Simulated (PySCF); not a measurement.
Homolysis of single bonds, series In F-OH. Gas-phase values, no solvent. One relaxed conformer stands for each flexible species; it need not be the lowest. Strings in code marks are SMILES.

A: radical fragment (`[F][In][F]`)
B: radical fragment (`[OH]`)
C: radical fragment (`[OH][In][OH]` (H–O–In–O torsion 0°, O–In–O–H torsion 180°))

Q: Put the candidates in order of highest occupied spin orbital, lowest first, for M06-2X/def2-TZVP (PySCF).

A: B (-11.00 eV), A (-9.00 eV), C (-7.89 eV)
